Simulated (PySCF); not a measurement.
**Group charges in `CC(=O)OC=O`**

Compound: C3H4O3.
Atom-mapped SMILES: `[CH3:1][C:2](=[O:3])[O:4][CH:5]=[O:6]` (hydrogens: H7, H8, H9 on C1; H10 on C5)

Geometry (PBE0-D3(BJ)/def2-SVP, Å), atoms numbered from 1 in this order:
```
atom  x, y, z in Å
C1    -1.597   -0.177   -0.054
C2    -0.273    0.403    0.327
O3    -0.065    1.462    0.823
O4     0.733   -0.521    0.065
C5     2.022   -0.144   -0.165
O6     2.388    0.926   -0.522
H7    -1.748   -1.134    0.466
H8    -2.395    0.528    0.206
H9    -1.612   -0.388   -1.133
H10    2.671   -1.032   -0.009
```

Atomic charges (e) from the PBE0/pcSseg-1 density (PySCF):

```tsv
atom	Mulliken	IAO	Hirshfeld	ESP-fitted
C1	-0.2685	-0.4703	-0.1149	-0.7575
C2	+0.4010	+0.5371	+0.2303	+0.9181
O3	-0.3316	-0.3861	-0.2262	-0.4934
O4	-0.4676	-0.3669	-0.1074	-0.5037
C5	+0.4340	+0.4106	+0.1888	+0.5978
O6	-0.3398	-0.3807	-0.2240	-0.4439
H7	+0.1549	+0.1759	+0.0621	+0.2136
H8	+0.1522	+0.1734	+0.0616	+0.2022
H9	+0.1534	+0.1749	+0.0625	+0.2278
H10	+0.1121	+0.1321	+0.0675	+0.0389
```

Cut each of the bonds C1–C2, O4–C2 and C5–O4 in turn and sum the charges on the side of the atom named first.

In e; the other side holds the opposite charge:

```json
{"bond cut": "C1–C2", "piece": "CH3", "atoms": "4", "Mulliken": "+0.192", "IAO": "+0.054", "Hirshfeld": "+0.071", "ESP-fitted": "-0.114"}
{"bond cut": "O4–C2", "piece": "CHO2", "atoms": "4", "Mulliken": "-0.261", "IAO": "-0.205", "Hirshfeld": "-0.075", "ESP-fitted": "-0.311"}
{"bond cut": "C5–O4", "piece": "CHO", "atoms": "3", "Mulliken": "+0.206", "IAO": "+0.162", "Hirshfeld": "+0.032", "ESP-fitted": "+0.193"}
```

Extremes among these pieces. Mulliken: lowest CHO2 at O4, highest CHO at C5; IAO: lowest CHO2 at O4, highest CHO at C5; Hirshfeld: lowest CHO2 at O4, highest CH3 at C1; ESP-fitted: lowest CHO2 at O4, highest CHO at C5.

Do the schemes agree better on the pieces than on the single atoms at the cuts?

The spread between schemes averages 0.239 e for the pieces and 0.483 e for the atoms named first; it is smaller for the piece at 3 of the 3 cuts. On average they agree better on the pieces. The sign differs between schemes (beyond ±0.03 e) for CH3 at C1.

Isolated species at its PBE0-D3(BJ)/def2-SVP geometry (one conformer only).
